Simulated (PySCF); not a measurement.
# Ionisation and electron attachment of aminomethyl

Molecule: aminomethyl, `[CH2]N` (CH4N•, doublet). Numbering: `[CH2:1][NH2:2]`

Computed at ωB97X-D3(BJ)/ma-def2-TZVP // PBE0-D3(BJ)/ma-def2-SVP with PySCF (density fitting, grid level 2). The prefix ma- adds one diffuse s and one diffuse p function on all atoms but H. Thermal corrections: PBE0-D3(BJ)/ma-def2-SVP frequencies, unscaled, ideal gas at 298.15 K and 1 bar, quasi-RRHO entropy.

Frontier levels of the parent: HOMO -6.77 eV, LUMO 1.11 eV.

Oxidation to the singlet cation:
| Property | Result |
| --- | --- |
| Vertical ionisation energy (electronic) | 7.04 eV |
| Adiabatic ionisation energy (with zero-point energy) | 6.37 eV |
| Adiabatic, electronic part | 6.26 eV |
| Vertical gap at the product's structure | 5.86 eV |
| Inner reorganisation energy (four-point) | 1178 meV |
| Relaxation of product / of parent | 785 / 393 meV |
| Largest changes of atomic charge | C1 0.39, N2 0.24, H (on C1) 0.10, H (on C1) 0.10 |
| Distances that move most (Å) | C1–N2 1.385 → 1.273; N2–H 1.013 → 1.025; N2–H 1.013 → 1.025; C1–H 1.091 → 1.097 |

Vertical ionisation energy to the triplet cation: 11.41 eV. This state was not relaxed.

Vertical electron affinity to the singlet anion: -1.37 eV. The extra electron is not bound at this structure, the number hangs on the basis, and the ion was not relaxed.

Vertical electron affinity to the triplet anion: -0.97 eV. The extra electron is not bound at this structure, the number hangs on the basis, and the ion was not relaxed.

Against the Active Thermochemical Tables (version 1.112): ionisation energy to the singlet cation 6.26 (computed 6.37, error 0.10) eV.

Differences come from unrounded values, so a last digit can differ from that of the printed terms.
